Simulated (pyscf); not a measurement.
Optimised with ωB97X-D3(BJ)/def2-SVP in PySCF.

SMILES: [NH2][W]([F])([F])([F])([F])[F]
```xyz
9

N     -0.2434     0.2595    -0.4451
W     -1.1437    -1.1561    -1.3962
F     -2.0089    -1.4841     0.1994
F      0.0507    -2.5049    -0.9393
F     -1.8651    -2.4443    -2.5512
F     -2.6188    -0.1479    -1.9079
F     -0.0870    -0.5286    -2.7753
H      0.4508     0.8835    -0.8514
H     -0.4176     0.4712     0.5369
```
Charge 0, spin multiplicity 1.

Q: What are the homolytic bond dissociation enthalpies (298 K) of H₂N–W(F)(F)(F)(F)–F at ωB97M-D3(BJ)/def2-TZVP, weakest first?

A: N–W to NH₂• + [F–W(F)(F)(F)–F]•: 3.35 eV; F–W to [H₂N–W(F)(F)(F)–F]• + F•: 4.24 eV; H–N to [HN–W(F)(F)(F)(F)–F]• + H•: 4.95 eV. Ring and multiple bonds, and those that leave no two simple radicals, are not listed. The radicals are drawn with the spin at the cut bond; how far it spreads was not checked. Other isomers of [HN–W(F)(F)(F)(F)–F]•, [H₂N–W(F)(F)(F)–F]• were not searched in full and may lie lower. Left out: the spin-orbit lowering of F. Open-shell species with a d-block atom are single-reference here; other states, and whether the spin sits on metal or ligand, were not checked. Elements past Kr carry the def2 core potentials, without spin-orbit coupling.
